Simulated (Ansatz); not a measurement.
**How far each method lies from full CI for AlSi⁺, triplet**

Geometry: that of the AlSi⁺, singlet, kept fixed.

```xyz
2

Si    0.0000    0.0000    0.0000
Al    0.0000    0.0000    3.0790
```

Basis cc-pVDZ; Ansatz 0.2.0. Correlated methods freeze the noble-gas cores, which leaves 6 electrons in 26 orbitals. R marks a restricted (for open shells ROHF) determinant, U an unrestricted one. Active spaces: valence = (6e, 8o) chosen from the atoms' valence shells.

Full CI is exact within this basis and frozen core; it isn't the basis-set limit. The frozen core follows each run's orbitals, which can shift R against U totals by a few meV.

For open shells CISD and CISDTQ are restricted-active-space CI with the open shells as a complete middle space.

The UHF ⟨S²⟩ is 2.048 and the T1 diagnostic (RCCSD) is 0.0326. The largest doubles amplitude (RCCSD) is 0.086. The T1 diagnostic (UCCSD) is 0.0240.

```csv
level,E − E(full CI) (kcal/mol),share of correlation (%),wall time
RHF,73.14,0.00,–
UHF,69.30,5.25,–
RMP2,22.58,69.14,–
UMP2,22.68,68.99,–
CISD,5.97,91.84,1.3 s
RCCSD,2.35,96.79,–
UCCSD,2.23,96.95,–
RCCSD(T),0.69,99.06,2.7 s
UCCSD(T),0.68,99.07,3.5 s
BCCD(T),0.69,99.06,3.4 s
RCCSDT,0.10,99.87,–
UCCSDT,0.09,99.88,–
CISDTQ,0.12,99.83,4.3 s
RCCSDT(Q),0.02,99.97,7 s
UCCSDT(Q),0.01,99.98,5.5 s
CASSCF (valence space),39.46,46.05,–
NEVPT2 (valence space),10.32,85.89,3.3 s
MRCISD (valence space),1.58,97.84,–
MRCISD+Q (valence space),-0.59,100.81,4.1 s
```

The correlation energy at full CI, counted from RHF, is -3.172 eV. That run took 17 s on 1 thread of AMD EPYC 7B13, shared host over 1,689,856 determinants.

Times hold each run's SCF and search for its determinant on a shared host, so for small cases they say little of a method's own cost; they ran on 1 thread of AMD EPYC 7B13. Some runs computed forces too.

Not variational, and here over 5 meV under the exact energy: MRCISD+Q (valence space).

The full-CI state has the irrep B1 of C2v, in the program's axes (one component, if the state is degenerate).

Natural occupations of full CI about the gap: 1.918 1.878 0.980 0.980 0.046 0.043 0.041 0.040 0.013 0.012; effectively unpaired electrons, Σ n²(2−n)², 2.11.
